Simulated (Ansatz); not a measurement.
Ansatz (an electronic-structure program) input (PBE/def2-TZVPD):

Ansatz 0.2 input:
```yaml
crystal:
  periodic: [false, false, false]
  atoms:
    - {symbol: Si, position_ang: [-0.00000000, -0.00000000, -0.55023231]}
    - {symbol: O, position_ang: [0.00000000, 0.00000000, 0.96290654]}
basis:
  gaussian:
    orbitals: def2-TZVPD
hamiltonian:
  xc: {name: PBE}
total_charge: -1
magnetization: {spin_polarized: true, initial_magnetization: 1}
```

End of the output:

```
integrals: 0.01 GiB planned
459 factors; their error is unknown
mean field: 0.19 GiB planned
mean field evaluation 1: about -9917.0206 eV, gradient 2.5e1 eV
mean field evaluation 2: about -9903.8160 eV, gradient 6.6e1 eV
mean field evaluation 4: about -9919.7471 eV, gradient 1.5e0 eV
mean field evaluation 8: about -9919.7544 eV, gradient 2.1e-2 eV
mean field evaluation 16: about -9919.6536 eV, gradient 3.0e0 eV
mean field evaluation 32: about -9918.4961 eV, gradient 4.1e-3 eV
mean field -9919.75435609 eV, -364.5442487352 hartree, gradient 1.3e-5 eV, S^2 0.753801; 4 other end points of the search recorded, 0 dependent functions left out
reference -9919.75438559 eV, -364.5442498196 hartree; 12, 11 occupied and 71, 72 virtual orbitals, 459 factors
Total energy: -9919.75438559 eV, -364.5442498196 hartree
```

This state (charge -1, doublet) is run at the relaxed geometry of the species with charge 0 and multiplicity 1.
